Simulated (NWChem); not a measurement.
Species: chlorine (Cl$_{2}$); SMILES ClCl

```xyz
2

Cl     0.0000     0.0000     1.0215
Cl     0.0000     0.0000    -1.0215
```
Atoms are numbered in this order, from 1.

Level: B3LYP/6-31G* (spherical d) (NWChem), optimised geometry, unscaled harmonic frequencies. B3LYP is NWChem's, with the RPA form of VWN correlation.

**Question.** List the harmonic frequencies with IR intensities, and the thermochemistry.

**Answer.** 
```tsv
frequency (cm⁻¹)	IR intensity (km/mol)
518	0.0
```

```yaml
zero_point_energy: 0.7 kcal/mol
thermal correction to the enthalpy at 298.15 K (with zero-point energy): 2.9 kcal/mol
heat capacity Cv: 6.2 cal/(mol K)
entropy at 298.15 K and 1 atm (symmetry number 2): 53.4 cal/(mol K)
dipole_moment: 0.00 D
```

Rigid rotor and harmonic oscillator.
